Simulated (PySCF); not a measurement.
2-butyne, C4H6.
Bonds: C1–C2, C2–C3 (triple), C3–C4. Hydrogens: H5, H6, H7 on C1; H8, H9, H10 on C4.

Linear response at PBE0/aug-cc-pVTZ (PySCF, frozen core in the response, non-relativistic). Isolated species at its PBE0-D3(BJ)/def2-TZVP geometry, gas phase.

Static isotropic polarisability: 50.60 au (7.50 Å³), principal values 38.8, 38.8, 74.3 au.

**Question.** What is the polarisability at 1064 nm and at the sodium D line?

**Answer.** 51.06 au at 1064 nm (+0.9 %), 52.15 au at 589.3 nm (+3.1 %). The rise at 589.3 nm is 3.37 times that at 1064 nm; a pure ω² law gives 3.26. The lowest singlet lies at 205 nm, shorter than both wavelengths.

**Question.** What is the isotropic C6 coefficient between two such molecules, C6 = (3/π)∫α(iω)² dω?

**Answer.** 1001 au (Eh·bohr⁶) by a ten-point quadrature over imaginary frequencies, which is 598 eV·Å⁶ or 57.7 J·nm⁶/mol.

**Question.** Which effective excitation energy ω̄ makes London's formula C6 = (3/4)α²ω̄ exact here?

**Answer.** ω̄ = 4·C6/(3α²) = 0.521 Eh = 14.2 eV. A one-pole form α(ω) = α/(1 − ω²/ω̄²) fitted to the 1064 nm value gives 12.3 eV.

**Question.** What molar refraction at the D line follows from R = (4π/3)·N_A·α′, with α′ the polarisability volume?

**Answer.** α′ = 7.73 Å³ gives R = 19.49 cm³/mol, for isolated, non-vibrating species.

**Question.** What three-body coefficient follows from the one-pole estimate C9 = (3/4)·α·C6?

**Answer.** 38000 au. This is an estimate from the two numbers above, not a computed integral.

**Question.** What n − 1 at the D line would an ideal gas of it have at 273.15 K and 1 atm (2.6868 × 10¹⁹ cm⁻³), by n − 1 = 2π·N·α′?

**Answer.** 13.04 × 10⁻⁴, a formal value whether or not that pressure can be reached.
